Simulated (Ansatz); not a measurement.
BH2O (SMILES [BH]O): methods side by side

BH2O: 4 atoms, total charge 0, spin state doublet. As SMILES, `[BH]O`. Geometry: relaxed at PBE0-D4/def2-TZVP.

```xyz
4

B    -0.0061   -0.4855    0.3883
O     0.1197    0.5445   -0.4486
H    -1.0642   -1.0324    0.5403
H     1.0061    0.9132   -0.5003
```

Quantity: the energy change with the B1–H3 bond stretched from 1.201 to 3.002 Å, in eV. The values are calculated.

```json
{"level": "UHF/STO-3G", "kind": "Hartree–Fock", "program": "Ansatz", "value (eV)": "3.98", "less FCI/STO-3G": "+0.24"}
{"level": "U-revPBE/STO-3G", "kind": "GGA", "program": "Ansatz", "value (eV)": "4.25", "less FCI/STO-3G": "+0.51"}
{"level": "UBLYP/STO-3G", "kind": "GGA", "program": "Ansatz", "value (eV)": "4.24", "less FCI/STO-3G": "+0.50"}
{"level": "U-r2SCAN/STO-3G", "kind": "meta-GGA", "program": "Ansatz", "value (eV)": "4.43", "less FCI/STO-3G": "+0.69"}
{"level": "UHSE06/STO-3G", "kind": "range-separated hybrid", "program": "Ansatz", "value (eV)": "4.40", "less FCI/STO-3G": "+0.66"}
{"level": "UB2PLYP/STO-3G", "kind": "double hybrid", "program": "Ansatz", "value (eV)": "4.19", "less FCI/STO-3G": "+0.45"}
{"level": "UCCSD(T)/STO-3G", "kind": "coupled cluster or CI", "program": "Ansatz", "value (eV)": "3.75", "less FCI/STO-3G": "+0.01"}
{"level": "UCCSD/STO-3G", "kind": "coupled cluster or CI", "program": "Ansatz", "value (eV)": "3.78", "less FCI/STO-3G": "+0.04"}
{"level": "FCI/STO-3G", "kind": "exact in the basis", "program": "Ansatz", "value (eV)": "3.74", "less FCI/STO-3G": "0.00"}
```

FCI/STO-3G is exact within its basis and frozen core, so for wave-function methods in that basis the difference is their error; functionals converge differently with the basis, so for them it is only a difference. The first shape isn't each level's own minimum. The values span 3.74 to 4.43 eV. Spin contamination of the reference (⟨S²⟩ at least 0.1 too high) touches UHF/STO-3G, UCCSD(T)/STO-3G, UCCSD/STO-3G. All rows use very small basis sets, so none should be taken for the real molecule's value.
